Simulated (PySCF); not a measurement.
**How methods differ on the ionisation energy of Be**

Be [He] 2s2 (1S) → Be⁺ [He] 2s1 (2S), as a difference of total energies. Computed with PySCF 2.14 in aug-cc-pCVTZ-DK with one added diffuse shell each of s, p, d, f type (8s7p5d3f, 75 functions), with the spin-free X2C one-electron Hamiltonian (Gaussian nucleus). Correlated levels: valence and next inner shell: nothing frozen. The calculations carry no spin-orbit coupling.

| method | ionisation energy (eV) |
| --- | --- |
| UHF | 8.044 |
| MP2 (valence and next inner shell) | 8.857 |
| SCS-MP2 (valence and next inner shell) | 9.009 |
| CCSD (valence and next inner shell) | 9.293 |
| CCSD(T) (valence and next inner shell) | 9.304 |

Problem. How much does correlation contribute at CCSD(T) (valence and next inner shell)?

Solution. 9.304 − (8.044) = 1.260 eV, measured against UHF.

Errors of the correlated levels include the incompleteness of this basis.

For comparison: 9.323 eV (measured; NIST Atomic Spectra Database, ionization energies).
